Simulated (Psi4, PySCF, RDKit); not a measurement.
Internal rotation in SMILES O=CC=O, singlet. Scanned: dihedral O1–C2–C3–O4; all other coordinates were relaxed at GFN2-xTB. Points at φ and −φ are mirror images. Heavy atoms are numbered in the order of the SMILES O=CC=O, hydrogens after them in the order of the atoms that carry them; the mirror image has the same energies with the sign of each dihedral reversed.

Computed with: PBE/def2-TZVP // GFN2-xTB (Psi4); MMFF94 // GFN2-xTB (RDKit); RMP2/6-31G* = restricted MP2 (frozen core)/6-31G*, spherical d // GFN2-xTB (PySCF).

Energies in kJ/mol, each method relative to its own lowest point.

```
φ / °  PBE/def2-TZVP  MMFF94  RMP2/6-31G*
-----  -------------  ------  -----------
-160             1.7     2.5          2.6
-140             7.4     9.0         10.2
-120            17.5    17.6         22.4
-100            26.1    26.0         32.9
-80             26.9    29.0         34.2
-60             24.0    28.6         30.0
-40             20.4    28.8         24.0
-20             17.9    30.7         19.4
0               17.2    31.9         17.7
20              17.9    30.7         19.4
40              20.4    28.8         24.0
60              24.0    28.6         30.0
80              26.9    29.0         34.2
100             26.1    26.0         32.9
120             17.5    17.6         22.4
140              7.4     9.0         10.2
160              1.7     2.5          2.6
180              0.0     0.0          0.0
```
